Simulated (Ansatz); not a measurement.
# CH₂B (quartet): the correlation ladder, def2-QZVPP

The task here is to estimate one member of a computed series from the others.

Method: def2-QZVPP, core rule «outside noble gas», up to 2 orbitals frozen; program: Ansatz 0.2.0, Gaussian basis.

Plan: UHF; ROHF; CCSD(T) on UHF.

## The geometry

The geometry is a PBE0/def2-TZVP stationary point (not a proven minimum).

4 atoms, charge 0, spin multiplicity 4.

Atoms are counted from 1 here; the program's logs count them from 0.

Bond lengths: B1–C2 1.527 Å, B1–H3 1.203 Å, C2–H4 1.092 Å. Angles: C2–B1–H3 121.6°, B1–C2–H4 134.8°.

Set-up of the first run:

The input, in.yaml:

```yaml
crystal:
  periodic: [false, false, false]
  atoms:
    - {symbol: B, position_ang: [0.000000, -0.104832, 0.802428]}
    - {symbol: C, position_ang: [0.000000, -0.044574, -0.723222]}
    - {symbol: H, position_ang: [0.000000, 0.894880, 1.472485]}
    - {symbol: H, position_ang: [0.000000, 0.760676, -1.461216]}
basis:
  gaussian: {orbitals: "def2-QZVPP.json"}
magnetization: {spin_polarized: true, initial_magnetization: 3}
hamiltonian: {xc: hf}
output: {orbitals: {seedname: orbitals}}
```

Run with:

```console
$ ansatz run in.yaml --threads 1 --pin off --events-out ev --progress --plain --max-ram 2393MiB
```

Steps of the session up to this table: UHF; ROHF; CCSD(T) on UHF.

One of the session's tables, all rows but one given; the rest of the session is left out.

| method | from UCCSD(T) (kJ/mol) |
| --- | --- |
| ROHF | +600.2 |
| UHF | +587.2 |
| UMP2 | ? |
| UCCSD | +19.6 |
| UCCSD(T) | 0 |

Estimate the missing values for UMP2.

**Answer.** from UCCSD(T) (kJ/mol): +90.5. In the column «from UCCSD(T) (kJ/mol)» it lies between UCCSD (+19.6) and UHF (+587.2).
